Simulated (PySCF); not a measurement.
**Building multiplets from coupling constants**

Bonds (- single, = double, # triple, : aromatic): C1=C2 1.328 Å, C2-C3 1.462 Å, C3=O4 1.183 Å, C3-F5 1.367 Å. C1 carries H6, H7; C2 carries H8. H6 is cis to C3; H7 is trans to C3.

Computed data (PySCF 2.14): J: B3LYP/pcJ-1, GIAO PBE0/pcSseg-1 shieldings, GFN2-xTB structure. Single conformer, relativity neglected, no solvent model.

Shifts are taken against calculated references (same method and geometry level): ¹H and ¹³C vs TMS.

Spectrometer: 600 MHz for ¹H. First-order analysis; couplings under 1 Hz (under 4 Hz in carbon signals) are ignored, and nearly equal couplings are merged; the smaller ones broaden or split the lines further.

Question: What pattern does H8 show (¹H)?

Answer: A doublet of doublets of doublets at δ 6.30: 18.9 Hz to H6 (1 × ¹H, 3 bonds away), 11.7 Hz to H7 (1 × ¹H, 3 bonds away), 6.6 Hz to F5 (1 × ¹⁹F, 3 bonds away). Lines in Hz from the centre (relative intensity): +18.6 (1), +12.0 (1), +6.9 (1), +0.3 (1), -0.3 (1), -6.9 (1), -12.0 (1), -18.6 (1). The outer lines are 37.2 Hz apart, the sum of the couplings kept, or 0.062 ppm at this field.

Question: What pattern does H7 show (¹H)?

Answer: A doublet of doublets at δ 6.63: 11.7 Hz to H8 (1 × ¹H, 3 bonds away), 8.0 Hz to F5 (1 × ¹⁹F, 4 bonds away). Lines in Hz from the centre (relative intensity): +9.8 (1), +1.9 (1), -1.9 (1), -9.8 (1). The outer lines are 19.7 Hz apart, the sum of the couplings kept, or 0.033 ppm at this field.

Question: What pattern does C2 show in the proton-coupled ¹³C spectrum?

Answer: A doublet of doublets of doublets at δ 131.8: 174.8 Hz to H8 (1 × ¹H, 1 bond away), 79.5 Hz to F5 (1 × ¹⁹F, 2 bonds away), 4.1 Hz to H6 (1 × ¹H, 2 bonds away). Lines in Hz from the centre (relative intensity): +129.2 (1), +125.1 (1), +49.7 (1), +45.6 (1), -45.6 (1), -49.7 (1), -125.1 (1), -129.2 (1). The outer lines are 258.4 Hz apart, the sum of the couplings kept, or 1.713 ppm at this field.

Question: What pattern does H6 show (¹H)?

Answer: A doublet at δ 7.28: 18.9 Hz to H8 (1 × ¹H, 3 bonds away). Lines in Hz from the centre (relative intensity): +9.4 (1), -9.4 (1). The outer lines are 18.9 Hz apart, the sum of the couplings kept, or 0.032 ppm at this field.

Unscaled 3J(H,H) at this level run about 10 % above measured values.
